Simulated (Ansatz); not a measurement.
Geometry optimisation, UKS PBE0/6-31G* in Ansatz 0.2.0.

input.yaml

```yaml
crystal:
  periodic: [false, false, false]
  atoms:
    - { symbol: C, position_ang: [-0.5169, -1.5854, 0.1764] }
    - { symbol: C, position_ang: [-0.0076, -0.2073, 0.0239] }
    - { symbol: "N", position_ang: [1.1261, 0.331, 0.1378] }
    - { symbol: C, position_ang: [0.657, 1.6183, -0.2249] }
    - { symbol: F, position_ang: [0.54, 2.4764, 0.7799] }
    - { symbol: O, position_ang: [-0.634, 0.8956, -0.3957] }
    - { symbol: H, position_ang: [0.0951, -2.1396, 0.8252] }
    - { symbol: H, position_ang: [-0.5834, -2.0008, -0.8232] }
    - { symbol: H, position_ang: [-1.5629, -1.4607, 0.639] }
    - { symbol: H, position_ang: [2.16313, 0.38628, 0.08198] }
magnetization:
  spin_polarized: true
basis:
  gaussian: { orbitals: "6-31G*" }
hamiltonian:
  xc: pbe0
relax:
  f_tol: 0.02
  max_steps: 50
```

Run as:

```bash
$ ansatz run input.yaml --threads 2 --pin off --max-ram 3072MiB --backend cpu --events-out ev --progress --plain --runs-dir out
```

Problem. Where does it end, and by what steps?

Solution. The run converged. After 9 steps the energy has fallen by 1.340 eV; H10 moved furthest, 0.44 Å.

```csv
step,energy less start (eV),largest force component (eV/Å),accepted
0,0.0000,6.563,yes
1,-0.8642,2.092,yes
2,-1.1468,0.992,yes
3,-1.2919,0.784,yes
4,-1.3294,0.342,yes
5,-1.3324,0.452,yes
6,-1.3390,0.115,yes
7,-1.3397,0.083,yes
8,-1.3401,0.034,yes
9,-1.3402,0.018,yes
```

```xyz
10
Properties=species:S:1:pos:R:3
C -0.491 -1.535 0.147
C -0.045 -0.128 0.238
N 1.148 0.430 0.323
C 0.585 1.637 -0.387
F 0.618 2.699 0.442
O -0.750 0.912 -0.112
H 0.187 -2.196 0.693
H -0.528 -1.854 -0.903
H -1.497 -1.632 0.562
H 2.050 -0.018 0.218
```

The run took 38 s on 2 threads of Intel(R) Xeon(R) Platinum 8223CL CPU @ 3.00GHz (Skylake/Cascade Lake) (shared host), peak memory 0.29 GiB.
